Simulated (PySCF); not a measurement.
Species, as SMILES: O=[O+][O-].
Geometry (B3LYP-D3(BJ)/def2-TZVP, fixed):
```
O
O 1 1.2535
O 1 1.2535 2 118.30
```
Charge 0, spin multiplicity 1.

Basis-set convergence of the mean static polarisability at HF with PySCF. All functions are spherical. Density fitting with generated auxiliary sets. No added dispersion term, no relativity. Reference: the value in d-aug-cc-pVTZ, 20.38 bohr³, itself unsure by roughly 0.3 % (its mean distance from aug-pcseg-3, aug-cc-pVQZ, aug-pcseg-2).

```
basis        functions  mean static polarisability (bohr³)
-----------  ---------  ----------------------------------
def2-SVP            42                               14.92
pcseg-1             42                          (withheld)
6-311G**            54                          (withheld)
6-311+G**           66                               18.21
aug-pcseg-1         69                               20.33
Sadlej pVTZ         72                          (withheld)
def2-TZVPPD        120                          (withheld)
aug-cc-pVTZ        138                               20.17
aug-cc-pVQZ        240                               20.32
```

Task: Complete the blanks.

Result: 
- pcseg-1, mean static polarisability (bohr³): 15.50
- 6-311G**, mean static polarisability (bohr³): 15.23
- Sadlej pVTZ, mean static polarisability (bohr³): 20.27
- def2-TZVPPD, mean static polarisability (bohr³): 20.30
